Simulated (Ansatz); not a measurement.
One change: `COCN` becomes `N=COCN`.

Ansatz, PBE0-D4/def2-TZVP geometries, multiplicity 1. Each molecule was computed in one conformer, which needn't be the lowest.

| property | `COCN` |
| --- | --- |
| HOMO energy (B3LYP/def2-TZVPP) / eV | -7.00 |
| size of the dipole moment (B3LYP/def2-TZVPP) / D | 1.39 |
| HOMO energy (PBE/def2-TZVPP) / eV | -5.69 |
| HOMO–LUMO gap (PBE/def2-TZVPP) / eV | 5.93 |
| LUMO energy (PBE/def2-TZVPP) / eV | 0.24 |
| HOMO–LUMO gap (ωB97M-V/def2-TZVPP) / eV | 12.17 |

Question: Give the same properties after the change, and the shifts. (An estimate is asked.)

Answer: The calculation gave: 
| property | `N=COCN` | shift |
| --- | --- | --- |
| HOMO energy (B3LYP/def2-TZVPP) / eV | -7.26 | -0.26 |
| size of the dipole moment (B3LYP/def2-TZVPP) / D | 3.68 | 2.29 |
| HOMO energy (PBE/def2-TZVPP) / eV | -5.97 | -0.28 |
| HOMO–LUMO gap (PBE/def2-TZVPP) / eV | 5.64 | -0.29 |
| LUMO energy (PBE/def2-TZVPP) / eV | -0.34 | -0.58 |
| HOMO–LUMO gap (ωB97M-V/def2-TZVPP) / eV | 12.03 | -0.14 |

With PBE0 the HOMO falls by 0.26 eV and the LUMO falls by 0.34 eV, so the gap narrows by about 0.08 eV. PBE moves the HOMO by -0.28 eV and ωB97M-V by -0.23 eV. Dipoles are sizes alone; their direction can turn.

B3LYP here is the variant with VWN-RPA as its local correlation; programs differ in this.
